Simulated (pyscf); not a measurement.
Structures and frequencies: ωB97X-D3(BJ)/def2-SVP in PySCF. Correlated levels are frozen-core, on RHF or UHF. ΔMP2 is the change of the MP2 total energy from the triple- to the quadruple-zeta basis.

Question: Estimate the classical barrier height and the reaction energy of `[CH3][Br]` + `[H]` [doublet] -> `[CH3]` [doublet] + `[BrH]` at CCSD(T)/def2-TZVPP + ΔMP2(QZVPP). The step runs on the doublet surface, breaks Br–C and forms Br–H; take the separated reactants as zero.

Answer: ΔE‡ = 25.0 kJ/mol, ΔE = -72.5 kJ/mol. Zero-point energy shifts the barrier by -0.6 kJ/mol. It is an atom transfer, with an imaginary mode of 833i cm⁻¹. One saddle was located; it need not be the lowest between these sides. The angle at the transferred Br is 165°. The CCSD(T) − MP2 part came from Ansatz, without density fitting, on the same reference. The frozen core leaves the outer d or s,p core shells of the metals and heavy elements correlated in the MP2 and CC values, and def2-TZVPP describes them poorly, which can shift differences by a few kcal/mol. Elements up to Kr have no core potential and no relativistic terms here.
